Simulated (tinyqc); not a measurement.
The basis set: RHF and MP2 along a ladder of basis sets, for BH3, spin multiplicity 1. Computed by the program tinyqc with PySCF. Same geometry throughout; the dipole is taken about the origin.

Geometry (angstrom):
```
atom        x        y       z
B      0.0000   0.0000  0.0070
H      1.1580   0.0000  0.0000
H     -0.5790   1.0030  0.0000
H     -0.5790  -1.0030  0.0000
```

RHF and frozen-core MP2 in a ladder of bases:
```
basis        functions  E(RHF) (hartree)  E(MP2 corr) (hartree)  HOMO (eV)  LUMO (eV)  dipole (debye)
sto-3g               8         -26.07068               -0.03443    -12.837      6.467           0.022
3-21g               15         -26.23594               -0.05428    -13.732      2.146           0.021
6-31g               15         -26.37559               -0.05402    -13.639      2.379           0.020
6-31g**             29         -26.39127               -0.09289    -13.646      2.466           0.020
cc-pvdz             29         -26.38831               -0.09153    -13.652      1.939           0.018
aug-cc-pvdz         50         -26.38904               -0.09491    -13.674      0.899           0.017
cc-pvtz             72         -26.39886               -0.11344    -13.717      1.665           0.017
```

What does the comparison show, and why?

From cc-pVDZ to cc-pVTZ the RHF energy falls by 10.5 mhartree and the correlation energy by 21.9. If valence correlation converges as X^-3, (27 E(T) - 8 E(D))/19 gives -0.1227 hartree, a rough estimate from such small X that usually falls short; STO-3G holds about 28 % of it. Beyond STO-3G the LUMO moves by 1.6 eV and the HOMO by 0.1 eV.
